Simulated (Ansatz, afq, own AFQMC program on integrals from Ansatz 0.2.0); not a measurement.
## SbH⁺, quartet in def2-TZVP, levels against CCSDT(Q)

```xyz
2

Sb    0.0000    0.0000    0.0000
H     0.0000    0.0000    1.8710
```

Basis def2-TZVP with its core potentials. Only valence electrons are correlated. Integrals, coupled cluster, full CI and functionals: Ansatz 0.2.0; the random walks run on the same integrals in our own AFQMC program. ph-AFQMC/CISD is guided by a CISD state made of CCSD amplitudes; releasing the constraint for a short imaginary time cuts its bias at the price of noise, slowly where states lie close. ± is one standard error of the sampling. No spin–orbit coupling.

Determinant: UHF, the one that the program's search chose, which needn't be the lowest solution. The geometry is a point of a scan.

No full CI on the walks' own integrals is used here; CCSDT(Q) serves as the reference and is uncertain by about the last step of the cluster series.

Cautions: no spin-orbit coupling; inner d shell frozen; lower spins were not checked.

The T1 diagnostic is 0.0220, the weight of the determinant in the CISD state is 0.939 and the ⟨S²⟩ of the determinant is 3.774. The size of the correlated space is 5 electrons in 47 orbitals.

Reference: CCSDT(Q), correlation energy -2.007 eV. The released energy is read at 2.40 1/Eh (meV from the phaseless value at times in 1/Eh: -1 ± 4 at 0.24, 2 ± 4 at 0.51, 2 ± 4 at 0.99, 2 ± 3 at 1.62, 7 ± 3 at 2.40).

```tsv
level	E − E(reference) (kJ/mol)	share of correlation (%)
HF	193.6	0.00
MP2	50.3	74.04
CCSD	7.2	96.30
CCSD(T)	1.6	99.17
CCSDT	0.1	99.92
ph-AFQMC/HF	5.7 ± 2.1	97.03
ph-AFQMC/CISD	-0.1 ± 0.3	100.07
released AFQMC	0.5 ± 0.3	99.72
```

A walk keeps the symmetry of its determinant, which the program's search chose and which needn't be the lowest solution, so a lower state of the same spin and another symmetry isn't excluded. Released energies are given only where the last usable release times agree within the noise; a slower fall can still hide under it.
